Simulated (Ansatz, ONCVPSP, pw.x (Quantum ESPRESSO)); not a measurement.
Equation-of-state test of one ONCV potential (tungsten (W))

| Property | Result |
| --- | --- |
| Element | W |
| Generator | ONCVPSP 4.0.1.1 (patched build) |
| Type | optimised norm-conserving Vanderbilt (ONCV) |
| Functional | PBE |
| Relativity | scalar-relativistic |
| Frozen core | [Kr] 4d10 4f14 |
| Valence charge | 14 |
| Reference configuration | 5s2 5p6 5d4 6s2 |
| Partial waves | 5s+6s: rc 2.00 bohr, ncon 3, nbas 6, qcut 5.2 1/bohr, 2 projectors; 5p: rc 1.60 bohr, ncon 4, nbas 7, qcut 9.7 1/bohr, 2 projectors, debl 2 Ha; 5d: rc 1.60 bohr, ncon 4, nbas 7, qcut 6.7 1/bohr, local |
| Local potential | the d channel |
| Core correction | Teter function, fcfact 6, rcfact 1.6 |

Atomic tests: cutoffs needed: 28 Ha and 34 Ha (the cutoffs (Ha) at which the residual kinetic energy of the hardest occupied pseudo-wave falls to 1 and 0.1 mHa per electron); ghost test: no bound ghost flagged; no localised positive-energy state flagged; configuration tests: 1 of 4 tests not solved or not reliable.

Crystal test: bcc W in pw.x 7.5, no spin, 14³ k-points, Fermi–Dirac smearing 0.01 Ry, cutoffs 80/320 Ry. The reference is all-electron LAPW (Ansatz 0.2.0) with the same functional, mesh and smearing; V0 and B0 come from Birch–Murnaghan fits to the pressures at five volumes. Errors are pseudo minus all-electron; Δ is the rms difference of the E(V) curves that follow from these fits, minima aligned, over ±6 % about the mean V0. Mesh and smearing are coarse, so the numbers serve the comparison and aren't converged zero-temperature values; the lattice is a test structure that the element need not adopt.

All-electron: a0 = 3.184 Å (V0 = 16.15 Å³/atom), B0 = 300.6 GPa.

How far does the potential miss the all-electron equation of state?

mean pressure error (GPa): -2.39; a0 (Å): 3.176; a0 error (%): -0.26; B0 error (%): +0.3; Δ (meV/atom): 8.4. Atomic configuration tests: 1 of 4 tests not solved or not reliable.

```csv
V (Å³/atom),P all-electron (GPa),P pseudo (GPa)
15.323,17.51,14.63
15.727,8.35,5.76
16.130,0.30,-2.07
16.533,-6.79,-8.94
16.936,-13.02,-14.99
```

At the middle volume, how do free energy and pressure move when the wave cutoff is lowered (ecutrho kept at four times it)?

```json
{"cutoff (Ry)": "36", "shift of F (meV/atom)": "+3067.3", "shift of P (GPa)": "-73.94"}
{"cutoff (Ry)": "48", "shift of F (meV/atom)": "+696.3", "shift of P (GPa)": "-31.67"}
{"cutoff (Ry)": "64", "shift of F (meV/atom)": "+44.6", "shift of P (GPa)": "-3.68"}
```

Input at the middle volume:

```
&control
  calculation='scf', prefix='x', pseudo_dir='./', outdir='./tmp', tstress=.true., disk_io='none'
/
&system
  ibrav=0, nat=1, ntyp=1, ecutwfc=80, ecutrho=320, nbnd=15,
  occupations='smearing', smearing='fd', degauss=0.01
/
&electrons
  conv_thr=1e-09, mixing_beta=0.4, electron_maxstep=70
/
ATOMIC_SPECIES
W 1.0 W.UPF
CELL_PARAMETERS angstrom
  -1.59168867 1.59168867 1.59168867
  1.59168867 -1.59168867 1.59168867
  1.59168867 1.59168867 -1.59168867
ATOMIC_POSITIONS crystal
W 0.0000 0.0000 0.0000
K_POINTS automatic
14 14 14 0 0 0
```

```bash
pw.x < W.scf.in > W.scf.out
```

Lines of the output:

```
Message from routine setup:
     using ibrav=0 with symmetry is DISCOURAGED, use correct ibrav instead
     lattice parameter (alat)  =       5.2098  a.u.
     unit-cell volume          =     108.8506 (a.u.)^3
     number of electrons       =        14.00
     number of Kohn-Sham states=           15
     kinetic-energy cutoff     =      80.0000  Ry
     charge density cutoff     =     320.0000  Ry
     scf convergence threshold =      1.0E-09
     Exchange-correlation= PBE
     number of k points=   104  Fermi-Dirac smearing, width (Ry)=  0.0100
     iteration #  1     ecut=    80.00 Ry     beta= 0.40
     total energy              =    -165.75479468 Ry
     estimated scf accuracy    <       0.04116053 Ry
     iteration #  2     ecut=    80.00 Ry     beta= 0.40
     total energy              =    -165.75548179 Ry
     estimated scf accuracy    <       0.00619392 Ry
     iteration #  3     ecut=    80.00 Ry     beta= 0.40
     total energy              =    -165.75624051 Ry
     estimated scf accuracy    <       0.00038889 Ry
     iteration #  4     ecut=    80.00 Ry     beta= 0.40
     total energy              =    -165.75625871 Ry
     estimated scf accuracy    <       0.00000964 Ry
     iteration #  5     ecut=    80.00 Ry     beta= 0.40
     total energy              =    -165.75626088 Ry
     estimated scf accuracy    <       0.00000019 Ry
     iteration #  6     ecut=    80.00 Ry     beta= 0.40
     total energy              =    -165.75626091 Ry
     estimated scf accuracy    <          6.7E-09 Ry
     iteration #  7     ecut=    80.00 Ry     beta= 0.40
     total energy              =    -165.75626091 Ry
     estimated scf accuracy    <          1.8E-09 Ry
     iteration #  8     ecut=    80.00 Ry     beta= 0.40
     the Fermi energy is    21.9865 ev
!    total energy              =    -165.75626091 Ry
     estimated scf accuracy    <          9.6E-12 Ry
     smearing contrib. (-TS)   =      -0.00244654 Ry
     The total energy is F=E-TS. E is the sum of the following terms:
     one-electron contribution =     -15.02513123 Ry
     hartree contribution      =      16.75755117 Ry
     xc contribution           =     -48.91509323 Ry
     ewald contribution        =    -118.57114108 Ry
     convergence has been achieved in   8 iterations
          total   stress  (Ry/bohr**3)                   (kbar)     P=      -20.69
     Message from routine punch:
     Nothing written, as per user request (disk_io='none')
```

The run at the middle volume (104 k-points, 8 iterations) took about 12 s on one core of a shared host (Intel(R) Xeon(R) 6975P-C, 192 threads, 756 GiB, load 73).
